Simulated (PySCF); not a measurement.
# CF⁻ at UHF-CCSD(T)

Level: UHF-CCSD(T). PySCF, no relativity, basis sets C aug-pcseg-1, F aug-pcseg-1.

For CF⁻, the state is ³Σ⁻ (triplet), unpaired electrons π ↑↑. The bond length is 1.477 Å and the harmonic wavenumber is 708 cm⁻¹. The force constant is 2.17 mdyn/Å, the rotational constant Be is 1.050 cm⁻¹ and the anharmonicity ωexe is 8.27 cm⁻¹. The vibration–rotation constant αe is 0.0206 cm⁻¹, the well depth De to C + F⁻ is 2.42 eV and the dissociation energy D0 is 2.37 eV.

Correlated steps freeze 2 core orbitals. Correlated levels converge slowly with the basis: in double zeta they bind strong bonds too weakly, by up to about 1 eV, and carry superposition errors of some tenths. For an ion De counts to the pair picked by the measured ionisation energies or electron affinities, which need not be the lowest pair at this level. The state was picked by a PBE0 search and need not be the measured ground state.
